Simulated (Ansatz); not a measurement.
# H₃NO: basis-set convergence

One table from this session's results is given with a row withheld; the runs are named, their logs left out.

Method: one geometry, several basis sets; program: Ansatz 0.2.0, Gaussian basis.

Plan: PBE0-D4/def2-SVP; ωB97M-V/def2-SVP; PBE0-D4/def2-QZVPP; ωB97M-V/def2-QZVPP; CCSD(T)/cc-pV(D+d)Z; CCSD(T)/cc-pV(T+d)Z; CCSD(T)/cc-pV(Q+d)Z; the functionals' def2-TZVPP values are taken from earlier runs.

### Structure used throughout

The geometry comes from an earlier relaxation with PBE0-D4 in a triple-zeta def2 set; it is a stationary point.

SMILES `NO`, 5 atoms, charge 0, spin multiplicity 1.

Atoms are counted from 1 here; the program's logs count them from 0.

Bond lengths: N1–O2 1.423 Å, N1–H3 1.016 Å, N1–H4 1.016 Å, O2–H5 0.960 Å. Angles: O2–N1–H3 104.5°, O2–N1–H4 104.5°, H3–N1–H4 106.0°, N1–O2–H5 102.8°.

Geometry (Å):

```mol
H3NO
  3D, bonds by distance, orders not assigned

  5  4  0  0  0  0  0  0  0  0999 V2000
   -0.1650   -0.3614   -0.3212 N   0  0
    0.3646    0.6658    0.5083 O   0  0
   -0.1629   -1.1901    0.2668 H   0  0
   -1.1414   -0.1097   -0.4464 H   0  0
    1.1047    0.9954   -0.0076 H   0  0
  1  2  8  0
  1  3  8  0
  1  4  8  0
  2  5  8  0
M  END
```

Set-up of the first run:

File in.yaml:

```yaml
crystal:
  periodic: [false, false, false]
  atoms:
    - {symbol: N, position_ang: [-0.164982, -0.361406, -0.321157]}
    - {symbol: O, position_ang: [0.364648, 0.665760, 0.508275]}
    - {symbol: H, position_ang: [-0.162923, -1.190111, 0.266817]}
    - {symbol: H, position_ang: [-1.141418, -0.109681, -0.446369]}
    - {symbol: H, position_ang: [1.104676, 0.995428, -0.007557]}
basis:
  gaussian: {orbitals: def2-SVP}
hamiltonian: {xc: pbe0, dispersion: d4}
output: {orbitals: {seedname: orbitals}}
```

Started as:

```bash
$ ansatz run in.yaml --threads 2 --pin off --events-out ev --progress --plain --max-ram 32768MiB --backend cpu
```

Among the steps run: PBE0-D4 in def2-SVP; ωB97M-V in def2-SVP; PBE0-D4 in def2-QZVPP; ωB97M-V in def2-QZVPP.

One of the session's tables, all rows but one given; the rest of the session is left out.

```
functional       basis  HOMO (eV)  LUMO (eV)
   PBE0-D4    def2-SVP      -7.07       2.10
   PBE0-D4  def2-TZVPP      -7.45       1.19
   PBE0-D4  def2-QZVPP      -7.53       0.82
   ωB97M-V    def2-SVP          ?          ?
   ωB97M-V  def2-TZVPP      -9.94       2.53
   ωB97M-V  def2-QZVPP     -10.02       2.03
```

**Question.** Estimate the row for ωB97M-V, def2-SVP.

**Answer.** HOMO (eV): -9.54; LUMO (eV): 3.71. In the column «HOMO (eV)» it lies between ωB97M-V, def2-TZVPP (-9.94) and PBE0-D4, def2-QZVPP (-7.53).
